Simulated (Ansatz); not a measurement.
A run of Ansatz (development build ahead of 0.2.0) on singlet P₂ at this shape:

```tsv
atom	x (Å)	y (Å)	z (Å)
P	-0.0424	0.0414	-1.1438
P	-0.0044	-0.0453	1.1738
```

Its results:

```
Converged                       : yes
Total energy                    : -681.29434 hartree
Spin squared of the determinant : 0.000
```

(1) Which input gives this output? Name the method, the orbitals and the basis set, and write the input.

Answers

(1) RHF in 6-31G. An unrestricted run that stays on the closed shell gives the same numbers.

```yaml
crystal:
  periodic: [false, false, false]
  atoms:
    - { symbol: P, position_ang: [-0.04244, 0.04141, -1.14377] }
    - { symbol: P, position_ang: [-0.00442, -0.04526, 1.17375] }
basis:
  gaussian: { orbitals: "6-31G" }
hamiltonian:
  xc: hf
```

Caution: stretched shape with no unrestricted run beside it, a lower state can exist.
